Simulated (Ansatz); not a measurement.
Compare A (`C1COC1`) with its isomer B (`C=C(C)O`).

Gas-phase electronic energies from Ansatz, PBE0-D4/def2-TZVP geometries. CCSD(T)/CBS adds triple-zeta CCSD(T) − MP2 to the extrapolated MP2 energy (def2 sets, frozen cores). Functionals use def2-TZVPP. B3LYP here is the variant with VWN-RPA as its local correlation; programs differ in this. Each species was taken in one conformer, which may not be the lowest.

(1) Which is lower in electronic energy at CCSD(T)/CBS, and by how much? (Estimate.)

(2) Give E(B) − E(A) in kcal/mol with MP2/def2-TZVPP, BLYP-D4, B2PLYP, CCSD(T)/def2-SVP, CCSD(T)/def2-TZVPP, HF/def2-TZVPP, B3LYP. (Best estimate.)

(3) Does the order hold for the free energy at 298.15 K (harmonic terms from PBE0-D4)? (Estimate.)

Largest T1 diagnostic: 0.012.

## Answers

(1) Ansatz gave: B, by 20.4 kcal/mol.

(2) Ansatz gave: MP2/def2-TZVPP -19.9, BLYP-D4 -23.4, B2PLYP -21.4, CCSD(T)/def2-SVP -19.3, CCSD(T)/def2-TZVPP -19.5, HF/def2-TZVPP -20.6, B3LYP -22.0. None reverses the order clearly.

(3) The calculation gave: Yes: G(B) − G(A) = -22.2 kcal/mol, for one conformer each. Modes under 60 cm⁻¹, often nearly free rotors, make the harmonic entropy too high.

From BLYP to BHLYP (50 % exact exchange), in def2-TZVPP and without D4, E(B) − E(A) moves by +2.8 kcal/mol. Leaving LDA and LC-ωPBE aside and taking each functional with its dispersion term where it has one, the values, not all of them listed here, spread over 6.7 kcal/mol, from BLYP-D4 to ωB97X-V.
